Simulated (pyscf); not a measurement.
Single points on ωB97X-D3(BJ)/def2-SVP structures (PySCF, gas phase).

H₂Al–NH–SiH₃ + NH₃ -> H₂N–SiH₃ + H₂N–AlH₂
Surface: singlet. Broken: Al–N, H–N. Formed: H–N, Al–N. Give ΔE‡ and ΔE from r²SCAN/def2-TZVP, relative to the separated reactants.

ΔE‡ = -39.6 kJ/mol, ΔE = +8.4 kJ/mol. ωB97M-D3(BJ)/def2-TZVP gives -25.4 kJ/mol and +8.1 kJ/mol. Zero-point energy shifts the barrier by +0.5 kJ/mol. It is a four-centre exchange, with an imaginary mode of 1341i cm⁻¹. On the reactant side the descent ends in an adduct with a Al–N contact, 120.4 kJ/mol under the separated species and 88.0 kJ/mol under the saddle at ωB97X-D3(BJ)/def2-TZVP. On the product side the descent ends in an adduct with a Al–N contact, 101.2 kJ/mol under the separated species and 55.5 kJ/mol under the saddle at ωB97X-D3(BJ)/def2-TZVP. At r²SCAN the saddle lies under the separated reactants, which points to a path from their complex (located at ωB97X-D3(BJ) alone). At r²SCAN the saddle lies under the separated products, which points to a path from their complex (located at ωB97X-D3(BJ) alone), and parting the products costs more than the saddle. What is counted as formed (Al–N) is already present as a longer contact in the reactant adduct; forming that adduct is a step of its own. What is counted as broken (Al–N) persists as a longer contact in the product adduct; parting that adduct is a step of its own. One saddle was located; it need not be the lowest between these sides.
